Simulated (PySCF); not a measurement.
**ethylcyclopropane (SMILES CCC1CC1)**

Molfile (atoms numbered from 1):
```
C5H10
     RDKit          3D

 15 15  0  0  0  0  0  0  0  0999 V2000
   -1.7824   -0.6639    0.6286 C   0  0  0  0  0  0  0  0  0  0  0  0
   -0.9445    0.3874   -0.0811 C   0  0  0  0  0  0  0  0  0  0  0  0
    0.3697   -0.1523   -0.5736 C   0  0  0  0  0  0  0  0  0  0  0  0
    1.5376   -0.2288    0.3611 C   0  0  0  0  0  0  0  0  0  0  0  0
    1.5382    0.7611   -0.7665 C   0  0  0  0  0  0  0  0  0  0  0  0
   -2.7272   -0.2494    0.9873 H   0  0  0  0  0  0  0  0  0  0  0  0
   -2.0161   -1.4965   -0.0404 H   0  0  0  0  0  0  0  0  0  0  0  0
   -1.2453   -1.0737    1.4879 H   0  0  0  0  0  0  0  0  0  0  0  0
   -1.5075    0.8051   -0.9234 H   0  0  0  0  0  0  0  0  0  0  0  0
   -0.7479    1.2242    0.5991 H   0  0  0  0  0  0  0  0  0  0  0  0
    0.2838   -0.9690   -1.2852 H   0  0  0  0  0  0  0  0  0  0  0  0
    2.2032   -1.0801    0.2949 H   0  0  0  0  0  0  0  0  0  0  0  0
    1.3983    0.1531    1.3661 H   0  0  0  0  0  0  0  0  0  0  0  0
    2.2035    0.5857   -1.6025 H   0  0  0  0  0  0  0  0  0  0  0  0
    1.3988    1.8069   -0.5182 H   0  0  0  0  0  0  0  0  0  0  0  0
  1  2  1  0
  2  3  1  0
  3  4  1  0
  4  5  1  0
  5  3  1  0
  1  6  1  0
  1  7  1  0
  1  8  1  0
  2  9  1  0
  2 10  1  0
  3 11  1  0
  4 12  1  0
  4 13  1  0
  5 14  1  0
  5 15  1  0
M  END
```

The calculation used PySCF 2.14.0, TDDFT CAM-B3LYP/def2-TZVPD excited states, vertical, gas phase. Geometry: PBE0-D3(BJ)/def2-TZVP.

Q: Give the one- and two-photon strengths of the lowest singlets.

A: δ for parallel linear polarisation; σ at the peak of a Lorentzian of half width 0.1 eV, single beam; Ω is circular over linear.
| state | E (eV) | f | photon λ (nm) | δ (au) | σ (GM) | Ω | main |
| --- | --- | --- | --- | --- | --- | --- | --- |
| S1 | 7.54 | 0.005 | 329 | 33.7 | 0.70 | 0.87 | HOMO→LUMO 0.70, HOMO→LUMO+2 0.15 |
| S2 | 7.76 | 0.005 | 319 | 33.3 | 0.74 | 1.41 | HOMO−1→LUMO 0.62, HOMO−1→LUMO+1 0.16 |
| S3 | 7.86 | 0.009 | 315 | 16.2 | 0.37 | 0.92 | HOMO→LUMO+2 0.77, HOMO→LUMO 0.09 |
| S4 | 8.00 | 0.030 | 310 | 16.3 | 0.38 | 0.87 | HOMO→LUMO+1 0.65, HOMO→LUMO+3 0.15 |
| S5 | 8.09 | 0.009 | 306 | 3.33 | 0.08 | 1.50 | HOMO−1→LUMO+2 0.81 |
| S6 | 8.14 | 0.015 | 305 | 101 | 2.46 | 0.56 | HOMO→LUMO+3 0.69, HOMO→LUMO+1 0.08 |

Among these, the strongest one-photon state is S4, the strongest two-photon state S6, with a dipole change of 2.0 D (relaxed, norm of the difference vector).
